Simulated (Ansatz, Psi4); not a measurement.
**C2H4OS (thioacetic acid): from total energies to a heat of formation**

C2H4OS: 8 atoms, total charge 0, spin state singlet. As SMILES, `CC(=O)S`. The coordinates come from a PBE0-D4/def2-TZVP relaxation. This is one conformer, not always the lowest.

```jsonl
{"atom": "C", "x (Å)": "0.0094", "y (Å)": "1.0552", "z (Å)": "-0.0019"}
{"atom": "C", "x (Å)": "0.2786", "y (Å)": "-0.4120", "z (Å)": "-0.1776"}
{"atom": "O", "x (Å)": "1.1551", "y (Å)": "-0.8609", "z (Å)": "-0.8579"}
{"atom": "S", "x (Å)": "-0.8805", "y (Å)": "-1.4407", "z (Å)": "0.7176"}
{"atom": "H", "x (Å)": "0.9279", "y (Å)": "1.6110", "z (Å)": "-0.1850"}
{"atom": "H", "x (Å)": "-0.3842", "y (Å)": "1.2806", "z (Å)": "0.9899"}
{"atom": "H", "x (Å)": "-0.7380", "y (Å)": "1.3591", "z (Å)": "-0.7400"}
{"atom": "H", "x (Å)": "-0.3684", "y (Å)": "-2.5923", "z (Å)": "0.2549"}
```

Total energies at wB97X-V/def2-SVP (Psi4 1.11); the atoms run unrestricted:

```tsv
species	state	energy (Eh)
C2H4OS	singlet	-551.689268
C	triplet	-37.802044
O	triplet	-74.974356
S	triplet	-397.913157
H	doublet	-0.499622
```

Harmonic wavenumbers at PBE0-D4/def2-TZVP, in cm⁻¹: 50, 318, 382, 454, 534, 636, 845, 1007, 1024, 1147, 1378, 1454, 1467, 1821, 2718, 3063, 3140, 3173.

Measured heats of formation of the gaseous atoms at 298.15 K, in kJ/mol: C 716.9, O 249.2, S 277.0, H 218.0. Spin-orbit lowering of the atoms at 298 K (mean of the ground term's levels less their thermal mean, from spectra), in kJ/mol: C 0.02, O 0.40, S 1.88. Take 1 Eh = 2625.50 kJ/mol, 1 cm⁻¹ = 0.0119627 kJ/mol, RT = 2.479 kJ/mol.

Problem. Work out the heat of formation of the gas at 298 K.

Solution. 
1. Electronic atomisation energy: 2 × (-37.802044) + (-74.974356) + (-397.913157) + 4 × (-0.499622) − (-551.689268) = 1.199179 Eh = 3148.4 kJ/mol.
2. Zero-point energy: half the sum of the wavenumbers, 12305.5 cm⁻¹ = 147.2 kJ/mol.
3. Thermal vibrational enthalpy, Σ hcν̃/(exp(hcν̃/kT) − 1): 6.1 kJ/mol. Translation, rotation and pV of a non-linear molecule: 4 RT = 9.9 kJ/mol.
4. The 8 free atoms carry 5/2 RT each: 49.6 kJ/mol.
5. Spin-orbit coupling lowers the free atoms by 2 × 0.02 + 0.40 + 1.88 = 2.3 kJ/mol.
6. Atomisation enthalpy at 298 K: 3148.4 − 2.3 − 147.2 − 6.1 − 9.9 + 49.6 = 3032.5 kJ/mol.
7. Sum of the atoms' heats of formation: 2832.0 kJ/mol. Heat of formation: 2832.0 − 3032.5 = -200.5 kJ/mol.

The tabulated value is -175.1 kJ/mol (CRC Handbook of Chemistry and Physics), so this level is off by -25.4 kJ/mol, or 0.8 % of the atomisation enthalpy that the table implies (3007.1 kJ/mol). Anharmonicity and any spin-orbit splitting of the molecule are left out.
